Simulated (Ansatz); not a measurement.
Multireference treatment of C2H6, singlet

Calculated in Ansatz's Gaussian-basis code. Basis aug-cc-pVDZ, nonrelativistic, 2 orbitals frozen in the corrections. State-specific CASSCF; RHF is the lowest restricted (open-shell) Hartree–Fock solution met. Solutions may break the symmetry of the shape. Lower solutions, or ones in other orbitals, may exist.

Geometry:

```xyz
8

C     0.0000    0.0000    0.8575
C     0.0000    0.0000   -0.8575
H     0.0000    1.0190    1.2525
H    -0.8824   -0.5095    1.2525
H     0.8824   -0.5095    1.2525
H     0.0000   -1.0190   -1.2525
H    -0.8824    0.5095   -1.2525
H     0.8824    0.5095   -1.2525
```

Question: What do CASSCF and its corrections give against RHF in CAS(2,2), and what are the occupations?

Answer: CASSCF -0.544 eV, SC-NEVPT2 -8.548 eV; occupations 1.97, 0.03.

Question: How do single-reference totals in the same basis and frozen core stand against SC-NEVPT2 in CAS(2,2)?

Answer: CCSD(T) -1.342 eV. Coupled cluster stands on the determinant that it favours, which can lie over the RHF solution above, and is in doubt where the occupations are far from 0, 1 and 2.

Question: Roughly how much CPU time does a whole run from the default start take (median of such runs, summed over threads; nearly all runs on one pinned thread of a shared server, mostly Xeon at 2.3 to 2.6 GHz, by a development driver)?

Answer: CAS(2,2): about 7.1 s. Other jobs ran beside these, and the count of passes differs.
